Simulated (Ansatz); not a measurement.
Species: C₂H₆O, SMILES `COC` with one electron removed (charge 1, multiplicity 2).

### Question
Give a relaxed geometry from PBE0-D4/def2-TZVP (Ansatz, a quantum-chemistry and plane-wave program).

### Answer
the end point of this relaxation (outside a Z-matrix the atoms follow the SMILES, hydrogens last).
Cartesian coordinates (Å) in one orientation:
```xyz
9

C      1.155     0.046     0.188
O     -0.027     0.671    -0.200
C     -1.153    -0.066    -0.556
H      1.406     0.465     1.179
H      1.090    -1.040     0.178
H      1.941     0.448    -0.477
H     -1.970     0.302     0.090
H     -1.000    -1.141    -0.495
H     -1.435     0.284    -1.565
```
